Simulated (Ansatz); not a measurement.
H$_{2}$Ge–N, quartet: the ladder up to UCCSDT(Q)

Geometry: a PBE0/def2-TZVP stationary point for this spin, not checked as a minimum.

```xyz
4

Ge   -0.0346    0.0000    0.2958
N     0.0724    0.0000   -1.6458
H     0.7424   -1.2582    0.7751
H     0.7424    1.2582    0.7751
```

Basis cc-pVTZ; Ansatz 0.2.0. Only valence electrons are correlated (noble-gas cores and the filled d shells of p-block atoms frozen), which leaves 11 electrons in 86 orbitals. R marks a restricted (for open shells ROHF) determinant, U an unrestricted one. Active spaces: valence = (11e, 10o) chosen from the atoms' valence shells. No spin–orbit coupling is included, and no scalar relativity.

Full CI isn't at hand for all of this; UCCSDT(Q) serves as the reference, and is uncertain by about the last step of the cluster series. The frozen core follows each run's orbitals, which can shift R against U totals by a few meV for light atoms and by up to 0.1 eV past Ca.

The UHF ⟨S²⟩ is 3.780. The T1 diagnostic (RCCSD) is 0.0255. The largest doubles amplitude (RCCSD) is 0.025 and the T1 diagnostic (UCCSD) is 0.0187.

```json
{"level": "UHF", "E − E(RHF) (eV)": "-0.2524"}
{"level": "UMP2", "E − E(RHF) (eV)": "-6.3280"}
{"level": "UCCSD", "E − E(RHF) (eV)": "-7.3047"}
{"level": "UCCSD(T)", "E − E(RHF) (eV)": "-7.5371"}
```

Q: Estimate how far UCCSDT(Q) in cc-pVTZ lies from UCCSD(T). The table doesn't fix it; the size of (T) and the diagnostics are the guide.

A: UCCSDT(Q) in cc-pVTZ lies 1.75 mEh below UCCSD(T), which is 21 % of the (T) step (-8.54 mEh). The diagnostics are small and the rest is a small part of (T), but (T) is large here. The miss exceeds 1 kcal/mol.

The other levels:

```
 level  E − E(UCCSDT(Q)) (mEh)  share of correlation (%)  wall time
UCCSDT                    0.38                     99.86          –
```

The correlation energy at UCCSDT(Q), counted from RHF, is -7.585 eV. That run took 15 s on 2 threads of AMD EPYC 7R13 with a shared H100 80 GB, shared host.

Run but not shown, since their state or frozen core can't be matched to the reference's or they repeat it: RHF, RMP2, RCCSD, RCCSD(T), BCCD(T), RCCSDT, RCCSDT(Q), CASSCF (valence space), NEVPT2 (valence space), MRCISD (valence space), MRCISD+Q (valence space).

Times hold each run's SCF and search for its determinant on a shared host, so for small cases they say little of a method's own cost.

Natural occupations of CASSCF (valence space) about the gap: 1.984 1.971 1.957 1.003 1.000 1.000 0.042 0.025 0.023; effectively unpaired electrons, Σ n²(2−n)², 3.02.
